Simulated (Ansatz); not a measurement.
**Relaxing Ti**

Theory: DFT r2SCAN, scalar-relativistic, plane waves, PAW in Ansatz. Cutoff 500 eV, Γ-centred k mesh, Gaussian smearing, no spin polarisation in the final step.

This is the end of a relaxation of cell and atoms.

```yaml
crystal:
  lattice:
    - [5.18288, 0.00000, 0.00000]
    - [0.00000, 5.18288, 0.00000]
    - [0.00000, 0.00000, 5.18288]
  atoms:
    - { symbol: Ti, position: [0.50000, 0.50000, 0.50000] }
    - { symbol: Ti, position: [0.00000, 0.00000, 0.00000] }
    - { symbol: Ti, position: [0.25000, 0.00000, 0.50000] }
    - { symbol: Ti, position: [0.50000, 0.25000, 0.00000] }
    - { symbol: Ti, position: [0.50000, 0.75000, 0.00000] }
    - { symbol: Ti, position: [0.75000, 0.00000, 0.50000] }
    - { symbol: Ti, position: [0.00000, 0.50000, 0.75000] }
    - { symbol: Ti, position: [0.00000, 0.50000, 0.25000] }
```

Energies count from the standard state of Ti at the same level.

(1) What space group does it have?

(2) How far above the standard state of Ti does it lie?

(3) Is it a metal?

Answers

(1) Pm-3n (No. 223). Conventional cell: a = 5.183 Å. Ti on Wyckoff site a (2 atoms of the primitive cell) is coordinated by 12 Ti at 2.90 Å; Ti on Wyckoff site c (6 atoms of the primitive cell) is coordinated by 2 Ti at 2.59 Å, 4 Ti at 2.90 Å and 8 Ti at 3.17 Å.

(2) 0.23 eV/atom.

(3) Yes, bands cross the Fermi level on the 8×8×8 mesh.

The final run used a 8×8×8 mesh on its 8-atom cell and 0.10 eV smearing. The k mesh leaves about 4 meV/atom of noise in metals. The cell came from a trial start, so Ti may not exist in this structure.